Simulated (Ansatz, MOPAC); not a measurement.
Species: o=c=s, COS, charge 0, multiplicity 1. SMILES: S=C=O

Atoms: O1, C2, S3. Bonds: O1-C2, C2-S3.

Bond lengths (Å) and angles (degrees) optimised at AM1 with MOPAC; PM3 with MOPAC; HF/3-21G with Ansatz (a program for electronic structure), each started from the B3LYP-D3(BJ)/def2-TZVP structure (Ansatz) of the last column. A row stands for all coordinates that are equal there.

| coordinate | AM1 | PM3 | HF/3-21G | B3LYP-D3(BJ)/def2-TZVP |
|---|---|---|---|---|
| O1-C2 | 1.201 | 1.176 | 1.140 | 1.155 |
| C2-S3 | 1.458 | 1.504 | 1.627 | 1.562 |
| O1-C2-S3 | 180.0 | 180.0 | 180.0 | 180.0 |

Mean signed difference of all 2 bond lengths from B3LYP-D3(BJ)/def2-TZVP: AM1 -0.029 Å, PM3 -0.019 Å, HF/3-21G 0.024 Å.
